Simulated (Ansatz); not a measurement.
`CC(C)[S]` radical, relaxed with UKS PBE0-D4/def2-TZVP in the Gaussian-basis code of Ansatz from a PBE-D4/def2-SVP geometry. The force threshold is 0.005 eV/Å; the program also tests the step.

The species carries charge 0 and has multiplicity 2.

Start:

```xyz
11

C     0.460   -1.076   -0.586
C    -0.062    0.359   -0.436
C    -0.499    0.683    0.998
S     1.076    1.602   -1.125
H     0.736   -1.299   -1.635
H     1.360   -1.229    0.044
H    -0.309   -1.805   -0.257
H    -0.945    0.487   -1.113
H    -1.269   -0.039    1.343
H     0.364    0.611    1.692
H    -0.913    1.707    1.074
```

| step | energy (eV) | largest force (eV/Å) | largest move (Å) |
| --- | --- | --- | --- |
| 1 | -14053.5264 | 0.510 | 0.000 |
| 2 | -14053.5669 | 0.144 | 0.026 |
| 3 | -14053.5709 | 0.048 | 0.010 |
| 4 | -14053.5711 | 0.025 | 0.003 |
| 5 | -14053.5711 | 0.002 | 0.002 |

End:

```xyz
11

C     0.456   -1.066   -0.581
C    -0.066    0.356   -0.435
C    -0.495    0.677    0.989
S     1.076    1.578   -1.099
H     0.716   -1.287   -1.616
H     1.350   -1.211    0.031
H    -0.299   -1.784   -0.247
H    -0.934    0.481   -1.100
H    -1.252   -0.037    1.327
H     0.356    0.610    1.671
H    -0.907    1.684    1.060
```

Run time 48 s (4 threads of an Arm Neoverse V1 on a shared host); peak host memory 0.65 GiB.
